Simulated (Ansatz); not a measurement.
# [CH3···H···OH], doublet along the distance C1-H5

Starting geometry:

```yaml
atoms:
  - { symbol: C, position_ang: [-1.2118, 0.0287, 0.0000] }
  - { symbol: H, position_ang: [-1.5750, 1.0560, 0.0000] }
  - { symbol: H, position_ang: [-1.5750, -0.4850, 0.8897] }
  - { symbol: H, position_ang: [-1.5750, -0.4850, -0.8897] }
  - { symbol: H, position_ang: [-0.1222, 0.0287, 0.0000] }
  - { symbol: O, position_ang: [1.1282, 0.0287, 0.0000] }
  - { symbol: H, position_ang: [1.3800, -0.9113, 0.0000] }
```

From there H5 is moved from one fragment to the other while all else, the fragments' distance too, stays fixed; atoms are numbered as listed. Energies are in kcal/mol, counted from the starting geometry at the same level. Kohn–Sham curves are unrestricted where that lies lower.

Basis cc-pVDZ; Ansatz 0.2.0. Correlated methods freeze the noble-gas cores. Prefix R: restricted or restricted open-shell reference; prefix U: unrestricted.

Full CI isn't at hand for all of this; UCCSDT(Q) serves as the reference, and is uncertain by about the last step of the cluster series.

```csv
distance C1-H5 (Å),r2SCAN
1.090,0.0
1.127,-1.4
1.201,-3.0
1.276,-3.8
1.350,-3.1
```

**Question.** Estimate the UCCSDT(Q) curve in cc-pVDZ from this one, knowing how r2SCAN errs.

**Answer.** The computed UCCSDT(Q) values, in kcal/mol from the starting point, and the error of r2SCAN against them:
| distance C1-H5 (Å) | UCCSDT(Q) | r2SCAN less UCCSDT(Q) |
| --- | --- | --- |
| 1.090 | 0.0 | 0.0 |
| 1.127 | -1.0 | -0.4 |
| 1.201 | -2.3 | -0.7 |
| 1.276 | -3.7 | -0.1 |
| 1.350 | -4.2 | 1.1 |

The error spans 1.8 kcal/mol and is largest, 1.1 kcal/mol, at 1.350 Å.

In so small a basis the reference is far from its limit while semilocal and hybrid functionals are nearer theirs, so the functionals' errors here hold much of the reference's basis and frozen-core error, which can add to them or hide them.
